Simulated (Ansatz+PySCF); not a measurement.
## doublet SiH₃: levels of theory in one basis

```xyz
4

Si    0.0000    0.0000    0.0679
H     0.0000    1.3656   -0.3663
H     1.1827   -0.6828   -0.3663
H    -1.1827   -0.6828   -0.3663
```

Basis set: cc-pVTZ on H; cc-pV(T+d)Z on Si (spherical functions). Left uncorrelated: 5 orbitals. Correlation on ROHF uses semicanonical orbitals with singles. Charge 0, multiplicity 2.

Computed with Ansatz (development build ahead of 0.2.0); each method stands on the lowest determinant of its kind that the runs found.

| method | E − E(ROHF) (eV) | <S²> of the determinant |
| --- | --- | --- |
| ROHF | 0.00 | 0.75 |
| UHF | -0.04 | 0.76 |
| ROHF-MP2 | -3.21 | – |
| UHF-MP2 | -3.21 | 0.76 |
| ROHF-CCSD(T) | -4.00 | – |
| UHF-CCSD(T) | -4.01 | 0.76 |

What does UHF-CCSD give on the same scale?

-3.91 eV.

Is a single determinant a sound starting point here?

By this sign, yes. Unrestricted orbitals gain 0.04 eV and <S²> is 0.76 against 0.75 for a pure state.
